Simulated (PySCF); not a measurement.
Job for PySCF: R-HF/STO-3G on hydrogen isocyanide (SMILES [C-]#[NH+]), a point of a bond scan (R = 2.294 Å).

```python
from pyscf import gto, scf, dft, mp
from pyscf.data.elements import chemcore

mol = gto.M(
    atom='''
    C    -0.00000000   -0.00000000   -0.73641702
    N     0.00000000    0.00000000    0.42763144
    H     0.00000000    0.00000000    2.72176777
    ''',
    basis='sto-3g',
    charge=0, spin=0, verbose=3, max_memory=1800)
mf = scf.RHF(mol)
mf.conv_tol = 1e-8
mf.max_cycle = 100
mf.kernel()
if not mf.converged:
    mf = mf.newton().run(mf.mo_coeff, mf.mo_occ)
```

The log:

```
converged SCF energy = -91.3110059702988
```

Self-consistency was reached.

Cost: very roughly 0.04 core-seconds.
